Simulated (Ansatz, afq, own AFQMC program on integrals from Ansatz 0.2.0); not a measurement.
## Where AFQMC and coupled cluster stand for CO, singlet

```yaml
atoms:
  - { symbol: O, position_ang: [0.0000, 0.0000, 0.0000] }
  - { symbol: C, position_ang: [0.0000, 0.0000, 3.0990] }
```

Basis 6-31G. Only valence electrons are correlated. Ansatz 0.2.0 and our own AFQMC program on the same integrals; the CISD trial comes from CCSD amplitudes, and released means the phaseless constraint is let go. ± is one standard error of the sampling.

Determinant: UHF, the one that the program's search chose, which needn't be the lowest solution. The geometry is a point of a scan.

Full CI on the same integrals is exact in this basis and with this determinant's frozen core.

Cautions: unrestricted determinant spin contaminated (⟨S²⟩ 2.01 against 0.00); the next higher spin lies close (full CI puts it 27 meV above); CCSDT(Q) on the RHF determinant differs (3.25 eV higher), perhaps since the unrestricted series falls towards higher spin; walk and cluster series may follow different spin states.

The T1 diagnostic is 0.0063, the weight of the determinant in the CISD state is 0.950 and the ⟨S²⟩ of the determinant is 2.006. The size of the correlated space is 10 electrons in 16 orbitals.

Reference: full CI, correlation energy -2.687 eV. The cautions show a poor starting determinant, so the rows tell how each method copes with it here, and full CI is the sure value.

| level | E − E(reference) (kJ/mol) | share of correlation (%) |
| --- | --- | --- |
| HF | 259.2 | 0.00 |
| MP2 | 65.7 | 74.65 |
| CCSD | 8.3 | 96.80 |
| CCSD(T) | 6.3 | 97.57 |
| CCSDT | 3.2 | 98.77 |
| CCSDT(Q) | 1.6 | 99.38 |
| ph-AFQMC/CISD | 5.5 ± 0.2 | 97.89 |

CCSDT and higher add their correlation energy to the determinant of the CCSD(T) run, since their own runs factorise the integrals more tightly (a shift of under 2 meV). A walk keeps the symmetry of its determinant, which the program's search chose and which needn't be the lowest solution, so a lower state of the same spin and another symmetry isn't excluded.
